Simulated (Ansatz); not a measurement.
# CH3FS: basis-set convergence

How large a basis does CH3FS need? Two functionals are run in growing sets.

Method: one geometry, several basis sets; program: Ansatz 0.2.0, Gaussian basis.

The runs, in order: PBE0-D4/def2-SVP; ωB97M-V/def2-SVP; PBE0-D4/def2-QZVPP; ωB97M-V/def2-QZVPP; the functionals' def2-TZVPP values are taken from earlier runs.

## (1) The geometry

The geometry comes from an earlier relaxation with PBE0-D4 in a triple-zeta def2 set; it is a stationary point.

SMILES `FCS`, 6 atoms, charge 0, spin multiplicity 1.

Atoms are counted from 1 here; the program's logs count them from 0.

Bond lengths: F1–C2 1.375 Å, C2–S3 1.789 Å, C2–H4 1.090 Å, C2–H5 1.092 Å, S3–H6 1.343 Å. Angles: F1–C2–S3 113.1°, F1–C2–H4 108.1°, F1–C2–H5 108.5°, S3–C2–H4 110.8°, S3–C2–H5 106.3°, H4–C2–H5 110.1°, C2–S3–H6 96.6°.

Geometry (Å):

```xyz
6
charge 0, multiplicity 1
F     0.6521    0.0955   -1.3896
C    -0.0156   -0.3908   -0.2907
S    -0.7934    0.8932    0.6817
H     0.6934   -0.9573    0.3137
H    -0.8205   -1.0435   -0.6350
H     0.3260    1.3389    1.2738
```

## (2) PBE0-D4 in def2-SVP

Input file in.yaml:

```yaml
crystal:
  periodic: [false, false, false]
  atoms:
    - {symbol: F, position_ang: [0.652125, 0.095509, -1.389599]}
    - {symbol: C, position_ang: [-0.015566, -0.390813, -0.290691]}
    - {symbol: S, position_ang: [-0.793419, 0.893189, 0.681652]}
    - {symbol: H, position_ang: [0.693363, -0.957253, 0.313682]}
    - {symbol: H, position_ang: [-0.820457, -1.043541, -0.634955]}
    - {symbol: H, position_ang: [0.325952, 1.338909, 1.273811]}
basis:
  gaussian: {orbitals: def2-SVP}
hamiltonian: {xc: pbe0, dispersion: d4}
output: {orbitals: {seedname: orbitals}}
```

Launch:

```sh
$ ansatz run in.yaml --threads 2 --pin off --events-out ev --progress --plain --max-ram 4352MiB
```

Further steps of the session: ωB97M-V in def2-SVP; PBE0-D4 in def2-QZVPP; ωB97M-V in def2-QZVPP.

**Question.** What will the summary of the whole plan be? Wanted: PBE0-D4: double and triple zeta above quadruple; ωB97M-V: double and triple zeta above quadruple.

**Answer**, as computed:

```
                                       quantity          value
PBE0-D4: double and triple zeta above quadruple  9.01, 0.55 eV
ωB97M-V: double and triple zeta above quadruple  9.11, 0.53 eV
```

PBE0-D4 gains 8.47 eV from double to triple zeta, then 0.55 eV more. These are total energies; as a rule much of such shifts cancels in differences, which this series doesn't test. The LUMO of ωB97M-V is positive and keeps falling with the basis (2.75 to 1.51 eV): an unbound level that the basis holds in place.
